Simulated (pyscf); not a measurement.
# Elimination: `[NH2][Ta]([Cl])([Cl])([Cl])[Cl]` → `[NH]=[Ta]([Cl])([Cl])[Cl]` + `[ClH]`

Gas phase, singlet surface, charge 0. Bonds broken: N1–H7, Ta2–Cl3. Bonds formed: Cl3–H7. Structures and frequencies: ωB97X-D3(BJ)/def2-SVP in PySCF.

Transition state (Å):

```xyz
8

N     -0.6079     0.0621     1.5792
Ta     0.1568     0.0456    -0.0450
Cl    -2.3570    -0.9440    -0.4039
Cl    -0.5855     1.7506    -1.4030
Cl     0.8149    -2.0591    -0.7080
Cl     2.2357     0.8846     0.3500
H     -1.7453    -0.4877     0.8557
H     -0.7879     0.1750     2.5716
```

One imaginary mode, 791i cm⁻¹; descent along it reached the two sides named, in the forms told below.

```json
[
 {"bond": "N1–H7", "change": "breaks", "reactant side (Å)": "1.017", "saddle": "1.456", "product side": "2.7"},
 {"bond": "Ta2–Cl3", "change": "breaks", "reactant side (Å)": "2.325", "saddle": "2.7", "product side": "3.0"},
 {"bond": "Cl3–H7", "change": "forms", "reactant side (Å)": "2.8", "saddle": "1.473", "product side": "1.286"}
]
```

Electronic energies relative to the reactant's lowest minimum found (eV):

```
level                   barrier  reaction energy  reverse barrier
----------------------  -------  ---------------  ---------------
ωB97X-D3(BJ)/def2-TZVP     1.76            +1.67             0.09
PBE/def2-TZVP              1.48            +1.36             0.12
r²SCAN/def2-TZVP           1.61            +1.54             0.07
B3LYP-D3(BJ)/def2-TZVP     1.66            +1.46             0.20
PBE0-D3(BJ)/def2-TZVP      1.62            +1.52             0.10
M06-2X/def2-TZVP           1.69            +1.45             0.25
ωB97M-D3(BJ)/def2-TZVP     1.68            +1.38             0.30
HF/def2-TZVP               2.19            +1.22             0.97
```

With ωB97M-D3(BJ)/def2-TZVP energies and thermal terms (ideal gas, 1 atm, RRHO with modes under 100 cm⁻¹ raised to 100, one conformer, R ln 2 for chiral ones without a mode under 150 cm⁻¹), in eV:

| T (K) | ΔH‡ | ΔG‡ | ΔH | ΔG |
|---|---|---|---|---|
| 298 | 1.48 | 1.47 | +1.24 | +0.78 |
| 600 | 1.47 | 1.46 | +1.22 | +0.32 |
| 900 | 1.47 | 1.45 | +1.20 | -0.13 |
| 1200 | 1.46 | 1.44 | +1.17 | -0.57 |

On the product side the descent ends in an adduct with a Cl–Ta contact, 0.11 eV under the separated species and 0.20 eV under the saddle at ωB97X-D3(BJ)/def2-TZVP. What is counted as broken (Cl–Ta) persists as a longer contact in the product adduct; parting that adduct is a step of its own. One saddle was located; it need not be the lowest between these sides. Elements past Kr carry the def2 core potentials, without spin-orbit coupling.
